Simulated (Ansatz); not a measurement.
Input file:

```yaml
crystal:
  periodic: [false, false, false]
  atoms:
    - {symbol: As, position_ang: [0.000093, -0.000023, -0.027960]}
    - {symbol: H, position_ang: [2.480259, 0.023746, 0.701044]}
    - {symbol: H, position_ang: [-1.263669, 2.138956, 0.686817]}
    - {symbol: H, position_ang: [-1.223530, -2.161008, 0.690458]}
basis:
  gaussian: {orbitals: 6-31G}
total_charge: 1
magnetization: {spin_polarized: false, initial_magnetization: 1}
correlation: {method: ccsdt_q, electrons: outside_noble_gas}
```

```sh
$ ansatz run in.yaml --threads 1 --pin off --events-out ev --progress --plain --max-ram 2393MiB
```

The program prints:

```
559 factors; integrals over basis functions are off by at most 7.2e-8 eV
mean field evaluation 1: about -60813.4943 eV, gradient 1.1e1 eV
mean field evaluation 2: about -60813.4935 eV, gradient 1.1e1 eV
mean field evaluation 4: about -60814.2167 eV, gradient 8.5e-1 eV
mean field evaluation 8: about -60814.2341 eV, gradient 6.5e-2 eV
mean field evaluation 16: about -60814.2177 eV, gradient 8.5e-1 eV
mean field evaluation 32: about -60813.0552 eV, gradient 1.4e-2 eV
mean field evaluation 64: about -60812.9495 eV, gradient 2.1e-1 eV
mean field evaluation 96: about -60808.6182 eV, gradient 2.4e0 eV
mean field evaluation 128: about -60813.0550 eV, gradient 1.8e-6 eV
mean field evaluation 160: about -60813.1521 eV, gradient 2.0e0 eV
...
cycle  21  -5.51941820 eV  change   -3.1e-6 eV  update   4.5e-5
cycle  22  -5.51941075 eV  change    7.5e-6 eV  update   2.9e-5
cycle  23  -5.51939593 eV  change    1.5e-5 eV  update   1.9e-5
cycle  24  -5.51938162 eV  change    1.4e-5 eV  update   1.3e-5
cycle  25  -5.51939003 eV  change   -8.4e-6 eV  update   8.8e-6
cycle  26  -5.51940002 eV  change   -1.0e-5 eV  update   5.9e-6
cycle  27  -5.51940507 eV  change   -5.0e-6 eV  update   3.6e-6
cycle  28  -5.51940793 eV  change   -2.9e-6 eV  update   2.4e-6
cycle  29  -5.51940890 eV  change   -9.7e-7 eV  update   1.3e-6
cycle  30  -5.51940818 eV  change    7.2e-7 eV  update   8.6e-7
perturbative correction -0.04788838 eV, -0.0017598653 hartree
Total energy: -60819.80151427 eV, -2235.0864805073 hartree
```

For the same geometry and basis full CI lies 4.4 meV higher.

Ran on 1 thread of Intel Xeon, shared host: 38 s wall, 0.16 GiB peak host memory.
